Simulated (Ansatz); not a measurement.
System: 1T (CdI2-type) PtSe₂. Method: PBEsol in Ansatz (PAW).

Settings: plane-wave cutoff 560 eV, 12×12×8 k mesh (along the axes of the cell as run), Fermi–Dirac smearing 0.01 eV, scalar-relativistic PAW data made under PBE.

Starting structure:

```
CELL_PARAMETERS angstrom
      3.73000     0.00000     0.00000
     -1.86500     3.23027     0.00000
      0.00000     0.00000     5.08000
ATOMIC_POSITIONS crystal
  Pt 0.00000 0.00000 0.00000
  Se 0.33333 0.66667 0.25500
  Se 0.66667 0.33333 0.74500
```

Into what structure does the relaxation of cell and atoms lead at this level, with the symmetry of the start kept?

The volume decreases by 2.8 %; final space group P-3m1.
```
CELL_PARAMETERS angstrom
      3.76051     0.00000     0.00000
     -1.88025     3.25670     0.00000
      0.00000     0.00000     4.85825
ATOMIC_POSITIONS crystal
  Pt 0.00000 0.00000 0.00000
  Se 0.33333 0.66667 0.26098
  Se 0.66667 0.33333 0.73902
```

Note: the solid has no gap at this level, which affects its response; the cell comes from a level without a dispersion term, which matters for the spacing of layers, chains or molecules.

Ansatz is an electronic-structure program.
